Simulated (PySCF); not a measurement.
Compound: CH5OSi (charge -1).
Geometry (PBE0-D3(BJ)/def2-SVP, Å), atoms numbered from 1 in this order:
```xyz
8
CH5OSi angstrom
C     -0.9620   -0.1436    0.1683
O     -0.1072   -0.0219   -0.8943
Si     1.6239    0.2295   -0.6088
H     -0.7113   -0.9998    0.8397
H     -2.0101   -0.3008   -0.1778
H     -0.9719    0.7550    0.8311
H      1.8069   -0.8746    0.5017
H      1.4854    1.3452    0.4964
```

Computed with PySCF at PBE0/pcSseg-1, non-relativistic, on one gas-phase PBE0-D3(BJ)/def2-SVP geometry that isn't relaxed in the solvent. The solvent is an IEF-PCM continuum (cavity from Bondi-type radii × 1.2). Only the electrostatic response of the medium enters.

```
run  E − E(gas) (kJ/mol)  HOMO (eV)  HOMO–LUMO gap (eV)
gas                 0.00       0.19                5.57
  P              -217.58      -4.29                5.89
  Q              -191.91      -3.76                5.87
```

Problem. The runs were made in chloroform and dichloromethane. Which run belongs to which solvent?

Solution. P = dichloromethane, Q = chloroform. The dielectric constants are 4.711 (chloroform), 8.93 (dichloromethane), and the energy falls further as ε rises. In this model the ground state sees the solvent through ε alone.

Problem. How constant is the ratio of the lowering to 1 − 1/ε?

Solution. 
```csv
solvent,1 − 1/ε,E − E(gas) (kJ/mol),ratio (kJ/mol),polarisation term (kJ/mol)
chloroform,0.788,-191.91,-243.6,-194.75
dichloromethane,0.888,-217.58,-245.0,-221.51
```

The ratio changes by +0.6 % in size from chloroform to dichloromethane. The polarisation term is half the interaction of the solute with the induced surface charges.
